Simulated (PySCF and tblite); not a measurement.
Results of a calculation; reference values are marked as such.
C5H8O, numbered as in [CH3:1]/[CH:2]=[CH:3]/[C:4]([CH3:5])=[O:6]. Search: ETKDG, MMFF94s, GFN2-xTB, 60 starts; geometries at GFN2-xTB. Free energies are CAM-B3LYP-D3(BJ)/def2-TZVP (IEF-PCM, chloroform) single points with GFN2-xTB rigid-rotor and vibrational terms (modes under about 100 cm⁻¹ blended into free rotors). Symmetry numbers and mirror images are counted. Conformers within 3 kcal/mol (GFN2-xTB free energy) were kept, 6 at most. GIAO shieldings: PBE0/pcSseg-1 (IEF-PCM, chloroform). Shifts are against TMS (¹H), TMS (¹³C) at the same level. Codes: tblite and PySCF.

Torsions listed: C2–C3–C4–O6.

```tsv
conformer	shape	point group	mirror pair	ΔE(DFT)	Δ(G−E) at 380 K	δ C5 (ppm)
1	180°	Cs	no	0.00	0.00	28.6
2	-1°	Cs	no	0.23	-0.26	34.6
```

Energies in kcal/mol; the thermal term leaves out symmetry numbers and mirror images.

Question: Work out the weights at 380 K and the ¹³C shift of C5 under fast exchange.

Answer: RT = 0.755 kcal/mol. Each conformer gets RT ln(σ/g), with σ the rotational symmetry number and g = 2 for a mirror pair: 1: σ = 1, g = 1, G = 0.00 + 0.00 + 0.00 = 0.00, 0.03 above the lowest, exp(−ΔG/RT) = 0.965; 2: σ = 1, g = 1, G = 0.23 − 0.26 + 0.00 = -0.03, 0.00 above the lowest, exp(−ΔG/RT) = 1.000. The sum is 1.965, so the weights are 49.1, 50.9 %. The averaged shift is 31.7 ppm. At 298.15 K it is 31.6 ppm. At 298.15 K the leading conformer alone gives 28.6 ppm and bare DFT energies give 31.0 ppm.
